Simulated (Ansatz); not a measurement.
# F2HP: the cost of one run

Computed with Ansatz 0.2.0, Gaussian basis. Level: def2-QZVPP, all electrons in the functionals, frozen cores in the correlation of double hybrids and RPA.

The runs, in order: wB97M-V, B2PLYP, at charge 0, triplet; charge 0, singlet; charge 0, quintet; charge 1, doublet; charge 1, quartet.

2 further runs of the same task are left out: 2 set aside as unsound or not needed.

## 1. The system

The geometry is a PBE0/def2-TZVP stationary point (not a proven minimum).

4 atoms, charge 0, spin multiplicity 3.

Atoms are counted from 1 here; the program's logs count them from 0.

Bond lengths: F1–P2 1.632 Å, P2–F3 1.632 Å, P2–H4 1.402 Å. Angles: F1–P2–F3 164.9°, F1–P2–H4 97.6°, F3–P2–H4 97.6°.

Coordinates:

```xyz
4
charge 0, multiplicity 3
F     0.0000   -0.1184    1.6178
P     0.0000    0.0965    0.0000
F     0.0000   -0.1184   -1.6178
H     0.0000    1.4986    0.0000
```

No dispersion term is added; wB97M-V holds VV10 nonlocal correlation.

The geometry shown and the zero of energy belong to the point charge 0, triplet. The yardstick, UCCSD(T), and other wave-function levels (R restricted, U unrestricted, valence and pair active spaces) come from earlier runs.

## 2. wB97M-V, charge 0, triplet

File in.yaml:

```yaml
crystal:
  periodic: [false, false, false]
  atoms:
    - {symbol: F, position_ang: [0.000000, -0.118388, 1.617771]}
    - {symbol: P, position_ang: [0.000000, 0.096465, 0.000000]}
    - {symbol: F, position_ang: [0.000000, -0.118388, -1.617771]}
    - {symbol: H, position_ang: [0.000000, 1.498583, 0.000000]}
basis:
  gaussian: {orbitals: "def2-QZVPP.json"}
magnetization: {spin_polarized: true, initial_magnetization: 2}
hamiltonian: {xc: {name: wB97M-V}}
output: {orbitals: {seedname: orbitals}}
```

Started as:

```bash
$ ansatz run in.yaml --threads 1 --pin off --events-out ev --progress --plain --max-ram 2393MiB
```

What time and memory should one allow on 1 thread of Arm Neoverse V2, shared host?

About 18 s, with a peak of 0.54 GiB.
